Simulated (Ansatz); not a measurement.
[SiH3···H···Br], doublet along the distance Si1-H5

Starting geometry:

```yaml
atoms:
  - { symbol: Si, position_ang: [-2.4509, 0.0000, 0.0000] }
  - { symbol: H, position_ang: [-2.9457, 1.3997, 0.0000] }
  - { symbol: H, position_ang: [-2.9457, -0.6999, 1.2122] }
  - { symbol: H, position_ang: [-2.9457, -0.6999, -1.2122] }
  - { symbol: H, position_ang: [-0.9663, 0.0000, 0.0000] }
  - { symbol: Br, position_ang: [0.9851, 0.0000, 0.0000] }
```

From there H5 is moved from one fragment to the other while all else, the fragments' distance too, stays fixed; atoms are numbered as listed. Energies are in kJ/mol, counted from the starting geometry at the same level. Kohn–Sham curves are unrestricted where that lies lower.

Basis cc-pVDZ; Ansatz 0.2.0. Only valence electrons are correlated (noble-gas cores and the filled d shells of p-block atoms frozen). R marks a restricted (for open shells ROHF) determinant, U an unrestricted one. No spin–orbit coupling is included, and no scalar relativity.

Full CI isn't at hand for all of this; UCCSDT(Q) serves as the reference, and is uncertain by about the last step of the cluster series.

```csv
distance Si1-H5 (Å),B3LYP
1.485,0.0
1.545,-3.2
1.665,-0.8
1.786,5.0
1.906,11.1
```

Question: Estimate the UCCSDT(Q) curve in cc-pVDZ from this one, knowing how B3LYP errs.

Answer: The computed UCCSDT(Q) values, in kJ/mol from the starting point, and the error of B3LYP against them:
| distance Si1-H5 (Å) | UCCSDT(Q) | B3LYP less UCCSDT(Q) |
| --- | --- | --- |
| 1.485 | 0.0 | 0.0 |
| 1.545 | -0.2 | -3.0 |
| 1.665 | 6.5 | -7.4 |
| 1.786 | 13.0 | -8.1 |
| 1.906 | 15.5 | -4.4 |

The error spans 8.1 kJ/mol and is largest, -8.1 kJ/mol, at 1.786 Å.

In so small a basis the reference is far from its limit while semilocal and hybrid functionals are nearer theirs, so the functionals' errors here hold much of the reference's basis and frozen-core error, which can add to them or hide them.
